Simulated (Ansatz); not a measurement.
Input for Ansatz (development build ahead of 0.2.0):

```yaml
crystal:
  periodic: [false, false, false]
  atoms:
    - { symbol: C, position_ang: [1.10097, 0.00116, 0.00599] }
    - { symbol: C, position_ang: [-0.00855, 1.10631, -0.00106] }
    - { symbol: C, position_ang: [-1.10186, -0.0041, 0.00748] }
    - { symbol: C, position_ang: [0.00187, -1.09999, 0.00246] }
    - { symbol: H, position_ang: [1.74263, 0.00988, 0.87191] }
    - { symbol: H, position_ang: [0.00548, 1.73677, 0.87042] }
    - { symbol: H, position_ang: [-1.73666, -3.0e-05, 0.87444] }
    - { symbol: H, position_ang: [0.00716, -1.72958, 0.87814] }
    - { symbol: H, position_ang: [1.7336, 0.00961, -0.87758] }
    - { symbol: H, position_ang: [-0.00697, 1.73178, -0.88791] }
    - { symbol: H, position_ang: [-1.7284, 0.00583, -0.88394] }
    - { symbol: H, position_ang: [-0.00101, -1.73304, -0.88639] }
basis:
  gaussian: { orbitals: cc-pVDZ }
hamiltonian:
  xc: hf
```

The input is written out in the form of the current development build from the run's settings.

The run gave:

```
Converged                       : yes
Total energy                    : -156.10485 hartree
Spin squared of the determinant : 0.000
```
